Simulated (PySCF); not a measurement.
Structure problem from calculated spectra and properties.

Formula: C5H5P.

| Quantity | Value |
| --- | --- |
| Dipole | 1.73 D [B97-2/pcSseg-2] |
| 13C NMR | chemical shifts (computed TMS as zero) by class: 165.2 (2 C), 140.3 (2 C), 135.0 (1 C) ppm [GIAO B97-2/pcSseg-2] |
| NMR, other nuclei | isotropic shieldings of nuclei other than C and H, by class: 92 (1 P) ppm [GIAO B97-2/pcSseg-2] |
| 1H NMR | chemical shifts (computed TMS as zero) by class: 9.18 (2 H), 8.19 (2 H), 7.75 (1 H) ppm [GIAO B97-2/pcSseg-2] |
| Rotational structure | rotational constants A, B, C: 5.171, 3.536, 2.100 GHz [PBE0-D3(BJ)/def2-TZVP] |

The electronic properties come from PySCF, for the isolated species, density fitting. Levels stand in brackets. Isolated species at its PBE0-D3(BJ)/def2-TZVP geometry, gas phase. NMR classes are plain means over equivalent atoms (diastereotopic ones count apart unless rotation or inversion swaps them), as if these changed places fast.

Task: What is the compound? Reason from the data.

Result: Numbering: `[cH:1]1[cH:2][cH:3][p:4][cH:5][cH:6]1`. 5 carbons fall into 3 classes; from least to most shielded: aromatic CH carbon [C3/C5] (165.2 ppm, 2 C), aromatic CH carbon [C2/C6] (140.3 ppm, 2 C), aromatic CH carbon [C1] (135.0 ppm). Hydrogen classes from least to most shielded: 2 H on 2 aromatic CH carbons, C3/C5 (9.18 ppm), 2 H on 2 aromatic CH carbons, C2/C6 (8.19 ppm), 1 H on an aromatic CH carbon, C1 (7.75 ppm). The other shieldings belong to: 92 ppm, phosphorus bonded to 2 C [P4]. The optimised geometry has point group C2v and is an asymmetric top. Structure: phosphabenzene, `c1ccpcc1`. The assignments are read from this structure; whether some other isomer fits the data as well wasn't checked.
